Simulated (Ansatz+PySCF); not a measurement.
doublet C3H3: levels of theory in one basis

```csv
atom,x (Å),y (Å),z (Å)
C,0.0000,0.0000,-0.2875
C,0.0000,0.0000,-1.5098
H,0.0000,0.0000,-2.5720
C,0.0000,0.0000,1.0794
H,0.0000,-0.9472,1.6450
H,0.0000,0.9472,1.6450
```

Basis set: cc-pVTZ (spherical functions). Correlated methods keep 3 orbitals frozen. Correlation on ROHF uses semicanonical orbitals with singles. Charge 0, multiplicity 2.

Computed with Ansatz (development build ahead of 0.2.0) and PySCF 2.14.0; each method stands on the lowest determinant of its kind that the runs found.

```
      method  E − E(ROHF) (eV)  <S²> of the determinant
        ROHF              0.00                     0.75
         UHF             -0.47                     0.96
    ROHF-MP2            -12.48                        –
ROHF-CCSD(T)            -13.69                        –
```

Task: What does UHF-MP2 give on the same scale?

Result: -12.08 eV.

Caution for UHF, UHF-MP2: the unrestricted determinant is spin contaminated. Caution for ROHF-MP2, UHF-MP2: forces differ strongly between restricted and unrestricted references.
